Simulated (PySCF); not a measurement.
**hydroperoxonium: gas-phase deprotonation enthalpies at several levels**

Structure: `O[OH2+]` ([H3O2]+). Atom numbers as in the mapped SMILES `[OH:1][OH2+:2]`.

All levels share the PBE0-D3(BJ)/ma-def2-SVP structures and the PBE0-D3(BJ)/ma-def2-SVP thermal terms; only the single-point energies (PySCF) change. Values are gas-phase deprotonation enthalpies (298 K, kJ/mol).

```csv
level,O2,O1,abs. error,time
MP2/jun-cc-pV(T+d)Z,660,869,6.1,4.6 s
CCSD(T)/jun-cc-pV(T+d)Z,670,861,3.6,94 s
ωB97X-D3(BJ)/ma-def2-TZVP,672,865,5.3,–
HF/jun-cc-pV(T+d)Z,687,854,20.6,0.78 s
ATcT 1.112,666,n/a,,
```

Times are wall times for all single points of a level on 1 thread of Arm Neoverse V2, a shared host; the dash marks the run that also made the structures.

Hartree-Fock leaves out electron correlation, so its deprotonation energies can be off by tens of kJ/mol.

The widest spread is that of O2: 27 kJ/mol, from 660 to 687.
